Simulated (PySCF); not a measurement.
What an electron can do to CCl

r²SCAN in PySCF with def2-TZVPPD on every atom, for the lowest determinant that a PBE0 search found; no spin–orbit coupling.

```
species  state (unpaired electrons)  Re (Å)  ωe (cm⁻¹)  energy of the minimum from the neutral (eV)  De (eV)  dissociates to
    CCl               doublet (π ↑)   1.652        868                                         0.00     4.40          C + Cl
   CCl⁺      singlet (closed shell)   1.543       1175                                         9.09     6.98         C⁺ + Cl
   CCl⁻              triplet (π ↑↑)   1.872        485                                        -1.29     2.06         C + Cl⁻
```

Q: Work out the lowest energy to break CCl into atoms, from its vibrational ground state.

A: D0 = De − ωe/2 = 4.40 − 0.05 = 4.35 eV (r²SCAN/def2-TZVPPD).

Q: Work out the ionisation energy of the C atom at this level and the threshold of dissociative ionisation.

A: IE(C) = 9.09 + 6.98 − 4.40 = 11.67 eV, so C⁺ + Cl + e⁻ appears at D0 + IE(C) = 16.02 eV (r²SCAN/def2-TZVPPD). The measured IE(C) is 11.26 eV (NIST ASD).

Q: Work out the electron affinity of the Cl atom and the threshold of dissociative attachment.

A: EA(Cl) = 4.40 − 2.06 − (-1.29) = 3.63 eV, so C + Cl⁻ needs D0 − EA(Cl) = 0.72 eV (r²SCAN/def2-TZVPPD). The measured EA(Cl) is 3.613 eV.

Q: At which energy does ion-pair formation open?

A: C⁺ + Cl⁻ lies at D0 + IE(C) − EA(Cl) = 12.39 eV (r²SCAN/def2-TZVPPD).

These are thermodynamic thresholds; the onsets seen under electron impact lie higher where the geometry changes, and cross-sections peak well above them.

For an ion De counts to the pair picked by the measured ionisation energies or electron affinities, which need not be the lowest pair at this level. The highest Kohn–Sham level is positive in this anion. Much of that is self-interaction error, but it also means that the finite basis helps to hold the extra electron. States were picked by a PBE0 search and need not be the measured ground states.
